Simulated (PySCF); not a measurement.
# Does the structure fit the spectrum?

A compound C₄H₄O gives the data below (simulated from a calculation) and was assigned the structure `O=C1C=CC1`.

13C{1H} NMR (computed): δ 146.1 (CH, 2C), 115.4 (CH, 2C).

1H NMR (600 MHz, computed): δ 7.42 (m, 2H), 6.55 (m, 2H).

Method: J couplings at B3LYP/pcJ-1, geometry from PBE0-D3(BJ)/def2-SVP, σ from GIAO-PBE0/pcSseg-1, in PySCF 2.14.0 with density-fitted response routines (one conformer, no relativistic terms, fast rotation and ring inversion assumed for equivalent nuclei, no solvent model).

Chemical shifts δ = σref − σ; 1H and 13C against TMS, all at this level.

Question: Compare with the shifts computed for the proposed structure, pairing carbons in order of shift.

Answer: Numbering as in the mapped SMILES `[O:1]=[C:2]1[CH:3]=[CH:4][CH2:5]1` (H(Xn): hydrogen on atom n).

```csv
atom,computed for proposal,given list,difference
C2,188.2,146.1,+42.1
C4,173.1,146.1,+27.0
C3,149.7,115.4,+34.3
C5,52.3,115.4,-63.1
```

The rms difference is 43.8 ppm and the largest -63.1 ppm at C5 (sp3 CH2 α to a carbonyl). The proposal also would give 4 carbon signals, not 2. The carbon types in order of shift don't match either: C, CH, CH, CH2 for the proposal against CH, CH, CH, CH in the data. The proposal doesn't fit.

Question: Which isomer fits?

Answer: Furan (c1ccco1).

1. Carbon types of the structure: 4 × CH, which accounts for all hydrogens.
2. δC 146.1: aromatic CH next to the ring oxygen.
3. δC 115.4: aromatic CH.
4. δH 7.42: hydrogen on an aromatic CH next to the ring oxygen; it sits in the deshielding region of the aromatic ring current.
5. δH 6.55: hydrogen on an aromatic CH; it sits in the deshielding region of the aromatic ring current.

This is the structure that produced the data.

Splittings below 1 Hz are ignored in the labels, and close J values are merged. Couplings among chemically equivalent protons are left out too, so labels in AA′BB′ or AA′XX′ sets are apparent multiplicities. Unscaled 3J(H,H) at this level run about 10 % above measured values. Shifts are as computed. Against solution values, carbons near 30 ppm lie about +2 ppm off and those near 130 ppm about +5 ppm. Of 1211 compounds with measured shifts, 218 miss one by over three times the rms of a fit or turn the order of signals round; such compounds aren't used in these exercises.
